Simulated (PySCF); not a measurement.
**Basis-set dependence of population analyses: CH4**

CH4.
Hydrogens: H2, H3, H4, H5 on C1.

PBE0 throughout (PySCF), one geometry, spherical d and f functions. Geometry: PBE0-D3(BJ)/def2-SVP; no solvent, vibrations or thermal averaging. Atoms taken as equivalent share a column and are averaged.

Mulliken charges (e):

```tsv
basis	functions	C1	H2/H3/H4/H5
STO-3G	9	-0.327	+0.082
6-31G	17	-0.684	+0.171
pcSseg-0	17	-0.888	+0.222
6-31G*	22	-0.732	+0.183
def2-SVP	34	-0.223	+0.056
cc-pVDZ	34	-0.212	+0.053
pcSseg-1	37	-0.447	+0.112
6-311+G(2d,p)	51	-0.548	+0.137
def2-TZVP	55	-0.528	+0.132
aug-cc-pVDZ	59	+0.688	-0.172
IGLO-III	75	-0.481	+0.120
cc-pVTZ	86	-0.420	+0.105
pcSseg-3	204	-0.294	+0.074
```

IAO charges (e):

| basis | functions | C1 | H2/H3/H4/H5 |
| --- | --- | --- | --- |
| STO-3G | 9 | -0.539 | +0.135 |
| 6-31G | 17 | -0.611 | +0.153 |
| pcSseg-0 | 17 | -0.592 | +0.148 |
| 6-31G* | 22 | -0.583 | +0.146 |
| def2-SVP | 34 | -0.565 | +0.141 |
| cc-pVDZ | 34 | -0.580 | +0.145 |
| pcSseg-1 | 37 | -0.582 | +0.145 |
| 6-311+G(2d,p) | 51 | -0.604 | +0.151 |
| def2-TZVP | 55 | -0.603 | +0.151 |
| aug-cc-pVDZ | 59 | -0.600 | +0.150 |
| IGLO-III | 75 | -0.605 | +0.151 |
| cc-pVTZ | 86 | -0.605 | +0.151 |
| pcSseg-3 | 204 | -0.605 | +0.151 |

Problem. Which scheme is steadiest as the basis changes?

Solution. Largest range over the bases for any column: IAO 0.07 e, Mulliken 1.58 e. IAO charges move least and Mulliken charges most, counted in e. Without the minimal STO-3G basis the ranges are IAO 0.05, Mulliken 1.58 e.

Problem. How much do the charges still move between the two largest bases, cc-pVTZ and pcSseg-3?

Solution. At most, over all atoms: Mulliken 0.126 e, IAO 0.000 e.

Problem. What do the same runs give for the total energy and the frontier levels?

Solution. 
| basis | energy (Eh) | HOMO (eV) | LUMO (eV) |
| --- | --- | --- | --- |
| STO-3G | -39.9846 | -10.03 | 12.93 |
| 6-31G | -40.4493 | -10.86 | 3.57 |
| pcSseg-0 | -40.3659 | -11.04 | 2.76 |
| 6-31G* | -40.4562 | -10.84 | 3.59 |
| def2-SVP | -40.4286 | -10.88 | 2.34 |
| cc-pVDZ | -40.4575 | -10.83 | 2.40 |
| pcSseg-1 | -40.4529 | -10.95 | 1.92 |
| 6-311+G(2d,p) | -40.4714 | -10.95 | 0.55 |
| def2-TZVP | -40.4740 | -10.94 | 1.66 |
| aug-cc-pVDZ | -40.4601 | -10.92 | 0.08 |
| IGLO-III | -40.4767 | -10.95 | 1.01 |
| cc-pVTZ | -40.4743 | -10.93 | 1.56 |
| pcSseg-3 | -40.4783 | -10.95 | 0.51 |
